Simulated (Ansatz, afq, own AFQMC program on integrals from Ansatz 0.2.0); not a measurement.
**Where AFQMC and coupled cluster stand for Hf, triplet**

A free Hf atom.

Basis def2-TZVPP with its core potentials. Noble-gas cores (and the filled d shells of Ga–Kr and In–Xe) are frozen. Ansatz 0.2.0 and our own AFQMC program on the same integrals; the CISD trial comes from CCSD amplitudes, and released means the phaseless constraint is let go. Error bars are statistical, one sigma. No spin–orbit coupling. The metal's outer-core s and p shells are frozen, which shifts wave-function levels against functionals.

Determinant: UHF, the one that the program's search chose, which needn't be the lowest solution.

Full CI on the same integrals is exact in this basis and with this determinant's frozen core.

Cautions: no spin-orbit coupling; outer-core shells of the metal frozen; the released energies have errors that jump between times, so the bars are unsure, so no released level is given (meV from the phaseless value at times in 1/Eh: -3.4 ± 0.5 at 0.24, -7.2 ± 0.6 at 0.50, -5 ± 9 at 1.00, -20.2 ± 1.7 at 1.50).

The T1 diagnostic is 0.0232 and the weight of the determinant in the CISD state is 0.908. The ⟨S²⟩ of the determinant is 2.015. The size of the correlated space is 4 electrons in 52 orbitals.

Reference: full CI, correlation energy -1.764 eV.

```
        level  E − E(reference) (kJ/mol)  share of correlation (%)
           HF                      170.2                      0.00
          MP2                       44.8                     73.67
         CCSD                       11.8                     93.06
      CCSD(T)                        3.6                     97.90
        CCSDT                        0.4                     99.76
     CCSDT(Q)                        0.1                     99.94
  ph-AFQMC/HF                 20.2 ± 0.9                     88.12
ph-AFQMC/CISD                 4.2 ± 0.08                     97.54
```

CCSDT and higher add their correlation energy to the determinant of the CCSD(T) run, since their own runs factorise the integrals more tightly (a shift of under 2 meV). A walk keeps the symmetry of its determinant, which the program's search chose and which needn't be the lowest solution, so a lower state of the same spin and another symmetry isn't excluded.
